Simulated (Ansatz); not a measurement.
**CH₅Si radical: up Jacob's ladder to CCSD(T)**

One table from this session's results is given with a row withheld; the runs are named, their logs left out.

Program: Ansatz 0.2.0, Gaussian basis. Level of theory: functionals in def2-TZVPP, the program's frozen cores in correlated methods. These are calculated values, not measurements.

Plan: LDA (SPW92), PBE-D4, revPBE-D4, BLYP-D4, r2SCAN-D4, B97M-V, PBE0-D4, B3LYP-D4, r2SCANh-D4, r2SCAN0-D4, HSE06-D4, BHLYP-D4, CAM-B3LYP-D4, LC-ωPBE, ωB97X-V, ωB97M-V, B2PLYP, PBE-QIDH; CCSD(T)/def2-SVP; CCSD(T)/def2-TZVPP; MP2/def2-QZVPP; extrapolation to the limit; RPA on PBE.

## The relaxed structure

The geometry comes from an earlier relaxation with PBE0-D4 in a triple-zeta def2 set; it is a stationary point, not always the lowest conformer.

SMILES `C[SiH2]`, 7 atoms, charge 0, spin multiplicity 2.

Atoms are counted from 1 here; the program's logs count them from 0.

Bond lengths: C1–Si2 1.875 Å, C1–H3 1.094 Å, C1–H4 1.092 Å, C1–H5 1.092 Å, Si2–H6 1.491 Å, Si2–H7 1.491 Å. Angles: Si2–C1–H3 110.5°, Si2–C1–H4 110.8°, Si2–C1–H5 110.8°, H3–C1–H4 108.1°, H3–C1–H5 108.1°, H4–C1–H5 108.3°, C1–Si2–H6 111.8°, C1–Si2–H7 111.8°, H6–Si2–H7 109.5°.

The first run:

Input file in.yaml:

```yaml
crystal:
  periodic: [false, false, false]
  atoms:
    - {symbol: C, position_ang: [-0.122559, -0.803175, 0.095204]}
    - {symbol: Si, position_ang: [0.176159, 1.034758, 0.314025]}
    - {symbol: H, position_ang: [-0.204816, -1.054886, -0.966552]}
    - {symbol: H, position_ang: [0.699171, -1.383331, 0.519527]}
    - {symbol: H, position_ang: [-1.047092, -1.107736, 0.589524]}
    - {symbol: H, position_ang: [-0.951486, 1.846360, -0.225715]}
    - {symbol: H, position_ang: [1.450614, 1.468010, -0.326024]}
basis:
  gaussian: {orbitals: def2-TZVPP}
magnetization: {spin_polarized: true, initial_magnetization: 1}
hamiltonian: {xc: lda}
output: {orbitals: {seedname: orbitals}}
```

Among the steps run: LDA; PBE-D4 (GGA); revPBE-D4 (GGA); BLYP-D4 (GGA); r2SCAN-D4 (meta-GGA); B97M-V (meta-GGA); PBE0-D4 (hybrid); B3LYP-D4 (hybrid); r2SCANh-D4 (hybrid); r2SCAN0-D4 (hybrid); HSE06-D4 (hybrid); BHLYP-D4 (hybrid); CAM-B3LYP-D4 (range-separated); LC-ωPBE-D4 (range-separated; the results give it without D4); ωB97X-V (range-separated); ωB97M-V (range-separated); B2PLYP (double hybrid); PBE-QIDH (double hybrid).

One table of the session follows, with a row left open; its other results are not shown here.

It belongs to the step «Orbital energies across the functionals». 

| functional | HOMO (eV) | LUMO (eV) | gap (eV) |
| --- | --- | --- | --- |
| LDA (SPW92) | -4.75 | -3.46 | 1.29 |
| PBE-D4 | -4.81 | -3.01 | 1.80 |
| revPBE-D4 | -4.80 | -2.86 | 1.94 |
| BLYP-D4 | -4.59 | -3.06 | 1.53 |
| r2SCAN-D4 | -5.14 | -2.50 | 2.64 |
| B97M-V | -4.84 | -3.30 | 1.54 |
| PBE0-D4 | -5.90 | -2.06 | 3.84 |
| B3LYP-D4 | -5.61 | -2.49 | 3.12 |
| r2SCANh-D4 | -5.54 | -2.21 | 3.33 |
| r2SCAN0-D4 | -6.14 | -1.78 | 4.37 |
| HSE06-D4 | -5.50 | -2.45 | 3.06 |
| BHLYP-D4 | ? | ? | ? |
| CAM-B3LYP-D4 | -7.10 | -1.22 | 5.88 |
| LC-ωPBE | -8.56 | 0.25 | 8.81 |
| ωB97X-V | -8.02 | -0.33 | 7.69 |
| ωB97M-V | -7.64 | -0.46 | 7.18 |

Estimate the missing values for BHLYP-D4.

Worked estimate for «HOMO (eV)». Against the share of exact exchange, BLYP-D4 (0, -4.59), B3LYP-D4 (0.2, -5.61) give a slope of -5.10 per unit share; at 0.5 the line stands at -7.14.

As computed: HOMO (eV): -6.79; LUMO (eV): -1.30; gap (eV): 5.49. In «HOMO (eV)» the line misses by -0.35.
